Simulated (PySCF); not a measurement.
Worked example for N-methylacetamide: proton affinity at atom O5

Structure: `CNC(C)=O` (C3H7NO). Atom numbers as in the mapped SMILES `[CH3:1][NH:2][C:3]([CH3:4])=[O:5]`.

Energies: ωB97X-D3(BJ)/def2-TZVP (PySCF, density fitting, integration grid level 2) on PBE0-D3(BJ)/def2-SVP structures. Zero-point and thermal terms (298.15 K, 1 bar) come from unscaled PBE0-D3(BJ)/def2-SVP harmonic frequencies, with soft modes damped to free rotors in the entropy.

Step: `C[NH+]=C(C)O` → `CNC(C)=O` + H⁺.

| species | charge | multiplicity | E / Eh |
| --- | --- | --- | --- |
| `C[NH+]=C(C)O` | 1 | 1 | -249.071778 |
| `CNC(C)=O` | 0 | 1 | -248.716859 |

Thermal terms, products less reactant: Δ(H − E) = -29.71 kJ/mol, Δ(G − E) = -62.67 kJ/mol (the bare proton has no electronic energy, H = 5/2 RT). 1 Eh = 2625.50 kJ/mol.

Question: What are ΔE, ΔH and ΔG of this step?

Answer: ΔE = 0.354919 Eh = 931.84 kJ/mol; ΔH = 902.1 kJ/mol; ΔG = 869.2 kJ/mol, all in the gas phase at 298.15 K and 1 bar. The digits show the arithmetic; the method itself can be off by 10 kJ/mol or more.
